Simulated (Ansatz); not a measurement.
# C2H6Si: vertical ionisation energy

How much energy removes an electron from C2H6Si at fixed geometry? The cation is run at each level and the neutral's energy taken from earlier runs.

The runs use Ansatz 0.2.0, Gaussian basis; unrestricted cation, the program's frozen cores in correlated methods.

Plan: UKS PBE-D4/def2-TZVPP; UKS r2SCAN-D4/def2-TZVPP; UKS PBE0-D4/def2-TZVPP; UKS B3LYP-D4/def2-TZVPP; UKS wB97X-V/def2-TZVPP; UKS wB97M-V/def2-TZVPP; UKS B2PLYP/def2-TZVPP; UHF-CCSD(T)/def2-TZVPP; UHF-MP2/def2-QZVPP; extrapolation to the limit; then −ε(HOMO) from the neutral's earlier runs with LDA (SPW92), PBE-D4, revPBE-D4, BLYP-D4, r2SCAN-D4, B97M-V, PBE0-D4, B3LYP-D4, r2SCANh-D4, r2SCAN0-D4, HSE06-D4, BHLYP-D4, CAM-B3LYP-D4, LC-ωPBE, ωB97X-V, ωB97M-V.

**1. The relaxed structure**

An earlier PBE0-D4 in a triple-zeta def2 set relaxation fixed the geometry.

SMILES `C[Si]C`, 9 atoms, charge 0, spin multiplicity 1.

Atoms are counted from 1 here; the program's logs count them from 0.

Bond lengths: C1–Si2 1.896 Å, C1–H4 1.102 Å, C1–H5 1.091 Å, C1–H6 1.095 Å, Si2–C3 1.896 Å, C3–H7 1.095 Å, C3–H8 1.091 Å, C3–H9 1.102 Å. Angles: Si2–C1–H4 105.3°, Si2–C1–H5 113.7°, Si2–C1–H6 114.0°, H4–C1–H5 107.1°, H4–C1–H6 106.4°, H5–C1–H6 109.8°, C1–Si2–C3 97.8°, Si2–C3–H7 113.9°, Si2–C3–H8 113.7°, Si2–C3–H9 105.3°, H7–C3–H8 109.8°, H7–C3–H9 106.4°, H8–C3–H9 107.1°.

**2. Cation, UKS PBE-D4/def2-TZVPP**

File in.yaml:

```yaml
crystal:
  periodic: [false, false, false]
  atoms:
    - {symbol: C, position_ang: [-0.527427, 1.047300, -0.805291]}
    - {symbol: Si, position_ang: [0.896772, -0.199698, -0.912831]}
    - {symbol: C, position_ang: [0.601929, -1.069429, 0.745965]}
    - {symbol: H, position_ang: [-1.430677, 0.480447, -1.082191]}
    - {symbol: H, position_ang: [-0.439686, 1.875014, -1.510957]}
    - {symbol: H, position_ang: [-0.703532, 1.436689, 0.202630]}
    - {symbol: H, position_ang: [-0.455598, -1.193021, 1.000959]}
    - {symbol: H, position_ang: [1.117940, -2.026568, 0.837276]}
    - {symbol: H, position_ang: [1.028780, -0.397035, 1.507139]}
basis:
  gaussian: {orbitals: def2-TZVPP}
total_charge: 1
magnetization: {spin_polarized: true, initial_magnetization: 1}
hamiltonian: {xc: pbe, dispersion: d4}
```

The runs that follow: Cation, UKS r2SCAN-D4/def2-TZVPP; Cation, UKS PBE0-D4/def2-TZVPP; Cation, UKS B3LYP-D4/def2-TZVPP; Cation, UKS wB97X-V/def2-TZVPP; Cation, UKS wB97M-V/def2-TZVPP; Cation, UKS B2PLYP (frozen core)/def2-TZVPP; Cation, UHF-CCSD(T)/def2-TZVPP; Cation, UHF-MP2/def2-QZVPP.

**Question.** What will the summary of the whole plan be? Wanted: ionisation energy, CCSD(T)/CBS; nearest functional by difference; nearest −ε(HOMO); −ε(HOMO) of PBE; T1 of the cation.

As calculated:

| quantity | value |
| --- | --- |
| ionisation energy, CCSD(T)/CBS | 8.35 eV |
| nearest functional by difference | B3LYP-D4 (-0.17 eV) |
| nearest −ε(HOMO) | LC-ωPBE (+0.12 eV) |
| −ε(HOMO) of PBE | 4.91 eV |
| T1 of the cation | 0.015 |

In words: Energy differences with functionals land within 0.40 eV of the reference. −ε(HOMO) of PBE misses by 3.4 eV, since self-interaction lifts the level. Among orbital estimates LC-ωPBE comes nearest. Hartree-Fock falls 1.19 eV short, as the neutral has more correlation energy than the cation.
